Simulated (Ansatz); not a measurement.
`[AlH2][SiH2]Cl`, charge 0, multiplicity 1.

(1) Give a relaxed structure at PBE0-D4/def2-TZVP (Ansatz 0.2.0). (Best estimate.)

Answers

(1) Computed: 
Cartesian coordinates in Å:
```
Al 0.662 -0.894 -0.911
Si -0.305 0.561 0.815
Cl -1.870 1.470 -0.228
H 0.092 -2.361 -1.112
H 1.776 -0.322 -1.885
H 0.560 1.659 1.326
H -0.914 -0.112 1.994
```
Point group Cs.
